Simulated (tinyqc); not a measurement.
Worked calculation (part 1 of 2): LCCD on RHF in the sto-3g basis, for H2O, spin multiplicity 1. Computed by tinyqc, a small Python program that keeps every step (integrals from PySCF). Settings: charge = 0, multiplicity = 1, basis = sto-3g, method = RHF, energy threshold = 1e-10, iteration cap = 88, orthogonalisation = canonical, start = core, DIIS depth = 6, amplitude equations = LCCD, DIIS depth for amplitudes = 6, cap on updates = 56. Command: `OMP_NUM_THREADS=1 python tinyqc.py 27463 27464 out.jsonl` (the two numbers bound the seeds that draw the settings). One thread of a shared host (Intel(R) Xeon(R) Processor @ 2.60GHz), about 0.1 s of CPU time with the checks. The early iterations of the SCF are left out here.

## One-electron integrals

Geometry (angstrom):
```
atom         x          y         z
O     0.000000   0.000000  0.000000
H     0.000000   0.838000  0.581000
H     0.000000  -0.838000  0.581000
```

Basis sto-3g: exponents (1/bohr^2) and contraction coefficients of normalised primitives:
```
element  l (shell)    exponent  coefficient
O            s (1)  130.709320     0.154329
O            s (1)   23.808861     0.535328
O            s (1)    6.443608     0.444635
O            s (2)    5.033151    -0.099967
O            s (2)    1.169596     0.399513
O            s (2)    0.380389     0.700115
O            p (3)    5.033151     0.155916
O            p (3)    1.169596     0.607684
O            p (3)    0.380389     0.391957
H            s (1)    3.425251     0.154329
H            s (1)    0.623914     0.535328
H            s (1)    0.168855     0.444635
```

Overlap, kinetic and nuclear-attraction integrals over the contracted functions; the nuclear repulsion is the sum of Za Zb / Rab.

nuclear repulsion = 8.61893181 hartree

overlap S, order 1O 1s, 1O 2s, 1O 2px, 1O 2py, 1O 2pz, 2H 1s, 3H 1s:
```
[[1.000000, 0.236704, 0.000000, 0.000000, 0.000000, 0.046513, 0.046513],
 [0.236704, 1.000000, 0.000000, 0.000000, 0.000000, 0.434710, 0.434710],
 [0.000000, 0.000000, 1.000000, 0.000000, 0.000000, 0.000000, 0.000000],
 [0.000000, 0.000000, 0.000000, 1.000000, 0.000000, 0.304866, -0.304866],
 [0.000000, 0.000000, 0.000000, 0.000000, 1.000000, 0.211369, 0.211369],
 [0.046513, 0.434710, 0.000000, 0.304866, 0.211369, 1.000000, 0.198340],
 [0.046513, 0.434710, 0.000000, -0.304866, 0.211369, 0.198340, 1.000000]]
```

kinetic energy T (hartree), order 1O 1s, 1O 2s, 1O 2px, 1O 2py, 1O 2pz, 2H 1s, 3H 1s:
```
[[29.003200, -0.168011, 0.000000, 0.000000, 0.000000, -0.006063, -0.006063],
 [-0.168011, 0.808128, 0.000000, 0.000000, 0.000000, 0.100652, 0.100652],
 [0.000000, 0.000000, 2.528731, 0.000000, 0.000000, 0.000000, 0.000000],
 [0.000000, 0.000000, 0.000000, 2.528731, 0.000000, 0.195962, -0.195962],
 [0.000000, 0.000000, 0.000000, 0.000000, 2.528731, 0.135864, 0.135864],
 [-0.006063, 0.100652, 0.000000, 0.195962, 0.135864, 0.760032, -0.001585],
 [-0.006063, 0.100652, 0.000000, -0.195962, 0.135864, -0.001585, 0.760032]]
```

nuclear attraction V (hartree), order 1O 1s, 1O 2s, 1O 2px, 1O 2py, 1O 2pz, 2H 1s, 3H 1s:
```
[[-61.656354, -7.428754, 0.000000, 0.000000, -0.015587, -1.498738, -1.498738],
 [-7.428754, -10.080611, 0.000000, 0.000000, -0.187061, -3.450993, -3.450993],
 [0.000000, 0.000000, -9.935236, 0.000000, 0.000000, 0.000000, 0.000000],
 [0.000000, 0.000000, 0.000000, -10.081248, 0.000000, -2.145594, 2.145594],
 [-0.015587, -0.187061, 0.000000, 0.000000, -10.005423, -1.540883, -1.540883],
 [-1.498738, -3.450993, 0.000000, -2.145594, -1.540883, -5.575287, -1.236639],
 [-1.498738, -3.450993, 0.000000, 2.145594, -1.540883, -1.236639, -5.575287]]
```

core Hamiltonian H = T + V (hartree), order 1O 1s, 1O 2s, 1O 2px, 1O 2py, 1O 2pz, 2H 1s, 3H 1s:
```
[[-32.653154, -7.596765, 0.000000, 0.000000, -0.015587, -1.504801, -1.504801],
 [-7.596765, -9.272483, 0.000000, 0.000000, -0.187061, -3.350341, -3.350341],
 [0.000000, 0.000000, -7.406505, 0.000000, 0.000000, 0.000000, 0.000000],
 [0.000000, 0.000000, 0.000000, -7.552517, 0.000000, -1.949632, 1.949632],
 [-0.015587, -0.187061, 0.000000, 0.000000, -7.476691, -1.405019, -1.405019],
 [-1.504801, -3.350341, 0.000000, -1.949632, -1.405019, -4.815255, -1.238224],
 [-1.504801, -3.350341, 0.000000, 1.949632, -1.405019, -1.238224, -4.815255]]
```

## Two-electron integrals

Functions are numbered as in S; the eight-fold symmetry (ij|kl) = (ji|kl) = (kl|ij) leaves the list below.

Two-electron integrals (ij|kl) in chemists' order, unique and non-zero (hartree):
```
(11|11) 4.785065    (21|11) 0.741380    (21|21) 0.136873    (22|11) 1.118947
(22|21) 0.256633    (22|22) 0.817206    (31|31) 0.024477    (32|31) 0.037809
(32|32) 0.180518    (33|11) 1.115814    (33|21) 0.256684    (33|22) 0.817023
(33|33) 0.880159    (41|41) 0.024477    (42|41) 0.037809    (42|42) 0.180518
(43|43) 0.047444    (44|11) 1.115814    (44|21) 0.256684    (44|22) 0.817023
(44|33) 0.785270    (44|44) 0.880159    (51|51) 0.024477    (52|51) 0.037809
(52|52) 0.180518    (53|53) 0.047444    (54|54) 0.047444    (55|11) 1.115814
(55|21) 0.256684    (55|22) 0.817023    (55|33) 0.785270    (55|44) 0.785270
(55|55) 0.880159    (61|11) 0.147772    (61|21) 0.027054    (61|22) 0.050408
(61|33) 0.050311    (61|41) 0.001027    (61|42) 0.001922    (61|44) 0.050513
(61|51) 0.000712    (61|52) 0.001333    (61|54) 0.000140    (61|55) 0.050408
(61|61) 0.005417    (62|11) 0.361898    (62|21) 0.084053    (62|22) 0.296630
(62|33) 0.291571    (62|41) 0.005189    (62|42) 0.039747    (62|44) 0.301630
(62|51) 0.003597    (62|52) 0.027557    (62|54) 0.006974    (62|55) 0.296406
(62|61) 0.016941    (62|62) 0.133652    (63|31) 0.008766    (63|32) 0.051135
(63|43) 0.008244    (63|53) 0.005716    (63|63) 0.018979    (64|11) 0.215029
(64|21) 0.050585    (64|22) 0.190614    (64|33) 0.181978    (64|41) 0.011500
(64|42) 0.075299    (64|44) 0.204683    (64|51) 0.001896    (64|52) 0.016753
(64|54) 0.010027    (64|55) 0.184967    (64|61) 0.010643    (64|62) 0.104324
(64|64) 0.099471    (65|11) 0.149083    (65|21) 0.035071    (65|22) 0.132156
(65|33) 0.126168    (65|41) 0.001896    (65|42) 0.016753    (65|44) 0.130479
(65|51) 0.010080    (65|52) 0.062750    (65|54) 0.011233    (65|55) 0.139672
(65|61) 0.007379    (65|62) 0.072330    (65|64) 0.055807    (65|65) 0.057670
(66|11) 0.503637    (66|21) 0.118874    (66|22) 0.481307    (66|33) 0.461886
(66|41) 0.009452    (66|42) 0.100003    (66|44) 0.500827    (66|51) 0.006553
(66|52) 0.069334    (66|54) 0.026998    (66|55) 0.480605    (66|61) 0.024170
(66|62) 0.273759    (66|64) 0.243927    (66|65) 0.169119    (66|66) 0.774606
(71|11) 0.147772    (71|21) 0.027054    (71|22) 0.050408    (71|33) 0.050311
(71|41) -0.001027   (71|42) -0.001922   (71|44) 0.050513    (71|51) 0.000712
(71|52) 0.001333    (71|54) -0.000140   (71|55) 0.050408    (71|61) 0.005326
(71|62) 0.016364    (71|64) 0.009405    (71|65) 0.007134    (71|66) 0.023077
(71|71) 0.005417    (72|11) 0.361898    (72|21) 0.084053    (72|22) 0.296630
(72|33) 0.291571    (72|41) -0.005189   (72|42) -0.039747   (72|44) 0.301630
(72|51) 0.003597    (72|52) 0.027557    (72|54) -0.006974   (72|55) 0.296406
(72|61) 0.016364    (72|62) 0.106587    (72|64) 0.057625    (72|65) 0.056000
(72|66) 0.177186    (72|71) 0.016941    (72|72) 0.133652    (73|31) 0.008766
(73|32) 0.051135    (73|43) -0.008244   (73|53) 0.005716    (73|63) 0.014574
(73|73) 0.018979    (74|11) -0.215029   (74|21) -0.050585   (74|22) -0.190614
(74|33) -0.181978   (74|41) 0.011500    (74|42) 0.075299    (74|44) -0.204683
(74|51) -0.001896   (74|52) -0.016753   (74|54) 0.010027    (74|55) -0.184967
(74|61) -0.009405   (74|62) -0.057625   (74|64) -0.017117   (74|65) -0.029626
(74|66) -0.085837   (74|71) -0.010643   (74|72) -0.104324   (74|74) 0.099471
(75|11) 0.149083    (75|21) 0.035071    (75|22) 0.132156    (75|33) 0.126168
(75|41) -0.001896   (75|42) -0.016753   (75|44) 0.130479    (75|51) 0.010080
(75|52) 0.062750    (75|54) -0.011233   (75|55) 0.139672    (75|61) 0.007134
(75|62) 0.056000    (75|64) 0.029626    (75|65) 0.043547    (75|66) 0.101664
(75|71) 0.007379    (75|72) 0.072330    (75|74) -0.055807   (75|75) 0.057670
(76|11) 0.123815    (76|21) 0.028999    (76|22) 0.110438    (76|33) 0.108020
(76|44) 0.110423    (76|51) 0.001980    (76|52) 0.017811    (76|55) 0.112754
(76|61) 0.005773    (76|62) 0.048517    (76|64) 0.032823    (76|65) 0.029527
(76|66) 0.101257    (76|71) 0.005773    (76|72) 0.048517    (76|74) -0.032823
(76|75) 0.029527    (76|76) 0.021512    (77|11) 0.503637    (77|21) 0.118874
(77|22) 0.481307    (77|33) 0.461886    (77|41) -0.009452   (77|42) -0.100003
(77|44) 0.500827    (77|51) 0.006553    (77|52) 0.069334    (77|54) -0.026998
(77|55) 0.480605    (77|61) 0.023077    (77|62) 0.177186    (77|64) 0.085837
(77|65) 0.101664    (77|66) 0.312314    (77|71) 0.024170    (77|72) 0.273759
(77|74) -0.243927   (77|75) 0.169119    (77|76) 0.101257    (77|77) 0.774606
```

## Orthogonalisation

S = U s U^T; canonical form X = U s^(-1/2), so that X^T S X = 1. Each column of U has its largest component positive (the first on a tie).

eigenvalues of S: [0.384154, 0.458426, 0.890886, 1.000000, 1.089336, 1.343234, 1.833964]

X, order 1O 1s, 1O 2s, 1O 2px, 1O 2py, 1O 2pz, 2H 1s, 3H 1s:
```
[[-0.324904, 0.000000, 0.748447, 0.000000, -0.612721, 0.000000, 0.167462],
 [1.123248, 0.000000, -0.278675, 0.000000, -0.285290, 0.000000, 0.441494],
 [0.000000, 0.000000, 0.000000, 1.000000, 0.000000, 0.000000, 0.000000],
 [0.000000, 0.919891, 0.000000, 0.000000, 0.000000, 0.675039, 0.000000],
 [0.485437, 0.000000, 0.653959, 0.000000, 0.650661, 0.000000, 0.191557],
 [-0.707186, -0.817062, -0.168794, 0.000000, 0.137502, 0.379997, 0.377897],
 [-0.707186, 0.817062, -0.168794, 0.000000, 0.137502, -0.379997, 0.377897]]
```

## Iteration 8 (converged): orbitals

converged F (hartree), order 1O 1s, 1O 2s, 1O 2px, 1O 2py, 1O 2pz, 2H 1s, 3H 1s:
```
[[-20.232128, -5.161422, 0.000000, 0.000000, -0.027406, -1.030994, -1.030994],
 [-5.161422, -2.421977, 0.000000, 0.000000, -0.095241, -0.918138, -0.918138],
 [0.000000, 0.000000, -0.383168, 0.000000, 0.000000, 0.000000, 0.000000],
 [0.000000, 0.000000, 0.000000, -0.279264, 0.000000, -0.391544, 0.391544],
 [-0.027406, -0.095241, 0.000000, 0.000000, -0.310105, -0.326911, -0.326911],
 [-1.030994, -0.918138, 0.000000, -0.391544, -0.326911, -0.495759, -0.300498],
 [-1.030994, -0.918138, 0.000000, 0.391544, -0.326911, -0.300498, -0.495759]]
```

Diagonalise F' = X^T F X, C = X C', fill 5 alpha and 5 beta electrons from the bottom; D = 2 C_occ C_occ^T. Each column has its largest component positive (the first on a tie).

F' = X^T F X (hartree):
```
[[0.029664, 0.000000, 1.842321, 0.000000, -1.361527, 0.000000, 0.284428],
 [0.000000, 0.680127, 0.000000, 0.000000, 0.000000, 0.106016, 0.000000],
 [1.842321, 0.000000, -9.046023, 0.000000, 8.813631, 0.000000, -4.004232],
 [0.000000, 0.000000, 0.000000, -0.383168, 0.000000, 0.000000, 0.000000],
 [-1.361527, 0.000000, 8.813631, 0.000000, -9.326950, 0.000000, 4.219002],
 [0.000000, 0.106016, 0.000000, 0.000000, 0.000000, -0.585388, 0.000000],
 [0.284428, 0.000000, -4.004232, 0.000000, 4.219002, 0.000000, -3.027706]]
```

orbital energies (hartree): [-20.240733, -1.232430, -0.594208, -0.430879, -0.383168, 0.533026, 0.688946]

coefficients C, order 1O 1s, 1O 2s, 1O 2px, 1O 2py, 1O 2pz, 2H 1s, 3H 1s:
```
[[0.994259, -0.235711, 0.000000, 0.096109, 0.000000, -0.125932, 0.000000],
 [0.025420, 0.857264, 0.000000, -0.498381, 0.000000, 0.794809, 0.000000],
 [0.000000, 0.000000, 0.000000, 0.000000, 1.000000, 0.000000, 0.000000],
 [0.000000, 0.000000, 0.596450, 0.000000, 0.000000, 0.000000, 0.972689],
 [0.003611, 0.103777, 0.000000, 0.781973, 0.000000, 0.707885, 0.000000],
 [-0.005353, 0.154559, 0.446428, 0.295277, 0.000000, -0.761059, -0.782745],
 [-0.005353, 0.154559, -0.446428, 0.295277, 0.000000, -0.761059, 0.782745]]
```

D after iteration 8, order 1O 1s, 1O 2s, 1O 2px, 1O 2py, 1O 2pz, 2H 1s, 3H 1s:
```
[[2.106694, -0.449384, 0.000000, 0.000000, 0.108567, -0.026749, -0.026749],
 [-0.449384, 1.967862, 0.000000, 0.000000, -0.601329, -0.029597, -0.029597],
 [0.000000, 0.000000, 2.000000, 0.000000, 0.000000, 0.000000, 0.000000],
 [0.000000, 0.000000, 0.000000, 0.711504, 0.000000, 0.532544, -0.532544],
 [0.108567, -0.601329, 0.000000, 0.000000, 1.244528, 0.493838, 0.493838],
 [-0.026749, -0.029597, 0.000000, 0.532544, 0.493838, 0.620808, -0.176385],
 [-0.026749, -0.029597, 0.000000, -0.532544, 0.493838, -0.176385, 0.620808]]
```

## Convergence

Stop when the energy changes by less than 1e-10 hartree and every element of the error matrix X^T (F D S - S D F) X is below 3e-06.

Course of the cycle:
```
iteration   E (hartree)     change  largest element of the error matrix
1          -73.27015459          -                             9.15e-01
2          -74.92421872  -1.65e+00                             1.93e-01
3          -74.95696470  -3.27e-02                             3.56e-02
4          -74.95849163  -1.53e-03                             6.57e-03
5          -74.95857367  -8.20e-05                             1.80e-03
6          -74.95858016  -6.49e-06                             1.36e-04
7          -74.95858019  -3.33e-08                             2.38e-07
8          -74.95858019   1.42e-14                             5.77e-09
```

PySCF RHF in the same basis = -74.95858019 hartree

Converged in 8 iterations.

## Integrals over molecular orbitals

(pq|rs) = sum C_ip C_jq C_kr C_ls (ij|kl), one index at a time.

one-electron integrals over orbitals h = C^T H C (hartree):
```
[[-32.635904, 0.563614, 0.000000, -0.215879, 0.000000, 0.290645, 0.000000],
 [0.563614, -7.607227, 0.000000, 0.469766, 0.000000, -1.313352, 0.000000],
 [0.000000, 0.000000, -6.189145, 0.000000, 0.000000, 0.000000, -1.754514],
 [-0.215879, 0.469766, 0.000000, -6.857314, 0.000000, -1.153773, 0.000000],
 [0.000000, 0.000000, 0.000000, 0.000000, -7.406505, 0.000000, 0.000000],
 [0.290645, -1.313352, 0.000000, -1.153773, 0.000000, -5.264169, 0.000000],
 [0.000000, 0.000000, -1.754514, 0.000000, 0.000000, 0.000000, -5.591291]]
```

Two-electron integrals over orbitals (pq|rs), unique and non-zero (hartree):
```
(11|11) 4.745416    (21|11) -0.422038   (21|21) 0.059453    (22|11) 1.009775
(22|21) -0.014120   (22|22) 0.722372    (31|31) 0.010507    (32|31) 0.017044
(32|32) 0.139324    (33|11) 0.777201    (33|21) -0.004473   (33|22) 0.628575
(33|33) 0.613070    (41|11) 0.170719    (41|21) -0.021606   (41|22) 0.013992
(41|33) 0.005830    (41|41) 0.026354    (42|11) -0.133618   (42|21) 0.008473
(42|22) -0.008650   (42|33) 0.005910    (42|41) 0.019694    (42|42) 0.128173
(43|31) -0.002715   (43|32) 0.024971    (43|43) 0.049263    (44|11) 0.983721
(44|21) -0.012588   (44|22) 0.675192    (44|33) 0.584179    (44|41) -0.010664
(44|42) -0.102990   (44|44) 0.758882    (51|51) 0.026013    (52|51) 0.032808
(52|52) 0.147048    (53|53) 0.027415    (54|51) -0.012420   (54|52) -0.044429
(54|54) 0.052478    (55|11) 1.115344    (55|21) -0.011894   (55|22) 0.749670
(55|33) 0.614234    (55|41) 0.004758    (55|42) -0.071887   (55|44) 0.718818
(55|55) 0.880159    (61|11) -0.225895   (61|21) 0.033901    (61|22) -0.002151
(61|33) 0.000082    (61|41) 0.000776    (61|42) 0.020147    (61|44) -0.017442
(61|55) -0.006014   (61|61) 0.028631    (62|11) 0.292622    (62|21) -0.006725
(62|22) 0.137278    (62|33) 0.068499    (62|41) 0.018299    (62|42) 0.025524
(62|44) 0.082007    (62|55) 0.152571    (62|61) 0.007102    (62|62) 0.097872
(63|31) 0.002637    (63|32) -0.043717   (63|43) -0.033547   (63|63) 0.077260
(64|11) 0.234247    (64|21) -0.002557   (64|22) 0.106956    (64|33) 0.043674
(64|41) 0.002797    (64|42) -0.032003   (64|44) 0.124605    (64|55) 0.126627
(64|61) -0.000119   (64|62) 0.063123    (64|64) 0.076023    (65|51) 0.014992
(65|52) 0.057143    (65|54) 0.001085    (65|65) 0.036818    (66|11) 0.779789
(66|21) -0.007093   (66|22) 0.597925    (66|33) 0.558596    (66|41) 0.019764
(66|42) 0.056115    (66|44) 0.542538    (66|55) 0.578052    (66|61) 0.008054
(66|62) 0.090728    (66|64) 0.046311    (66|66) 0.585026    (71|31) 0.014896
(71|32) 0.022761    (71|43) -0.003971   (71|63) 0.003229    (71|71) 0.021164
(72|31) 0.014312    (72|32) 0.047589    (72|43) -0.030926   (72|63) 0.032764
(72|71) 0.019260    (72|72) 0.065092    (73|11) 0.367573    (73|21) -0.007213
(73|22) 0.152138    (73|33) 0.089842    (73|41) -0.000469   (73|42) -0.073478
(73|44) 0.157870    (73|55) 0.196396    (73|61) -0.006240   (73|62) 0.074844
(73|64) 0.084392    (73|66) 0.039775    (73|73) 0.153492    (74|31) -0.008707
(74|32) -0.073577   (74|43) -0.003114   (74|63) 0.049478    (74|71) -0.012229
(74|72) -0.017625   (74|74) 0.067487    (75|53) 0.023909    (75|75) 0.025179
(76|31) 0.008723    (76|32) 0.096286    (76|43) 0.053868    (76|63) -0.070205
(76|71) 0.011911    (76|72) -0.005477   (76|74) -0.058140   (76|76) 0.117217
(77|11) 0.865879    (77|21) -0.009492   (77|22) 0.619218    (77|33) 0.598164
(77|41) 0.003785    (77|42) -0.018345   (77|44) 0.600690    (77|55) 0.622374
(77|61) -0.004913   (77|62) 0.066870    (77|64) 0.046584    (77|66) 0.556815
(77|73) 0.099931    (77|77) 0.612836
```

## LCCD: starting amplitudes

t_ij^ab = <ij||ab> / (e_i + e_j - e_a - e_b), whose energy is MP2.

Starting amplitudes (spin orbitals 1a, 1b, ...; amplitudes related by a flip of all spins are not repeated; the 24 largest):
```
from      to          t
3a 3b  7a 7b  -0.059810
4a 4b  6a 6b  -0.039435
3a 4b  6b 7a   0.037557
3a 3b  6a 6b  -0.034270
4a 4b  7a 7b  -0.030133
2a 2b  6a 6b  -0.027719
2a 3b  6a 7b  -0.024550
2a 4b  6a 6b  -0.023127
3a 4b  6a 7b  -0.022019
5a 5b  6a 6b  -0.020093
2a 2b  7a 7b  -0.016939
3a 4a  6a 7a   0.015538
2a 3a  6a 7a  -0.013803
5a 5b  7a 7b  -0.011743
2a 3b  6b 7a   0.010747
2a 4b  7a 7b   0.005795
1a 2b  7a 7b  -0.000843
1a 1b  6a 6b  -0.000689
1a 4b  7a 7b   0.000555
1a 1b  7a 7b  -0.000506
1a 3a  6a 7a   0.000429
1a 2b  6a 6b  -0.000315
1a 3b  6a 7b   0.000283
1a 3b  6b 7a   0.000146
```

correlation energy = -0.04007184 hartree

## LCCD: amplitude update 1

t_ij^ab D_ij^ab are set to the remaining terms of the spin-orbital equations, evaluated with the old amplitudes; for the doubles these are <ij||ab> + 1/2 <ab||ef> t_ij^ef + 1/2 <mn||ij> t_mn^ab + P(ij)P(ab) <mb||ej> t_im^ae, D the orbital-energy denominators (linear CCD).

Amplitudes after update 1 (spin orbitals 1a, 1b, ...; amplitudes related by a flip of all spins are not repeated; the 24 largest):
```
from      to          t
3a 3b  7a 7b  -0.076174
4a 4b  6a 6b  -0.050443
3a 4b  6b 7a   0.049189
3a 3b  6a 6b  -0.046888
4a 4b  7a 7b  -0.039674
3a 4b  6a 7b  -0.033366
2a 4b  6a 6b  -0.032427
2a 2b  6a 6b  -0.031554
2a 3b  6a 7b  -0.031072
5a 5b  6a 6b  -0.025056
2a 2b  7a 7b  -0.018765
2a 3b  6b 7a   0.017205
3a 4a  6a 7a   0.015822
2a 3a  6a 7a  -0.013867
5a 5b  7a 7b  -0.012883
2a 4b  7a 7b   0.005428
1a 2b  7a 7b  -0.000799
1a 1b  6a 6b  -0.000594
1a 4b  7a 7b   0.000502
1a 3a  6a 7a   0.000435
1a 1b  7a 7b  -0.000428
1a 2b  6a 6b  -0.000282
1a 3b  6a 7b   0.000240
1a 3b  6b 7a   0.000195
```

correlation energy = -0.05140895 hartree

## LCCD: amplitude update 2

As before.

Amplitudes after update 2 (spin orbitals 1a, 1b, ...; amplitudes related by a flip of all spins are not repeated; the 24 largest):
```
from      to          t
3a 3b  7a 7b  -0.081551
4a 4b  6a 6b  -0.054716
3a 4b  6b 7a   0.053231
3a 3b  6a 6b  -0.051766
4a 4b  7a 7b  -0.043071
3a 4b  6a 7b  -0.038824
2a 4b  6a 6b  -0.036055
2a 3b  6a 7b  -0.032821
2a 2b  6a 6b  -0.032089
5a 5b  6a 6b  -0.026721
2a 3b  6b 7a   0.020066
2a 2b  7a 7b  -0.018715
3a 4a  6a 7a   0.014408
2a 3a  6a 7a  -0.012755
5a 5b  7a 7b  -0.012566
2a 4b  7a 7b   0.004807
1a 2b  7a 7b  -0.000776
1a 1b  6a 6b  -0.000589
1a 4b  7a 7b   0.000477
1a 3a  6a 7a   0.000432
1a 1b  7a 7b  -0.000418
1a 2b  6a 6b  -0.000267
1a 3b  6a 7b   0.000222
1a 3b  6b 7a   0.000210
```

correlation energy = -0.05518056 hartree
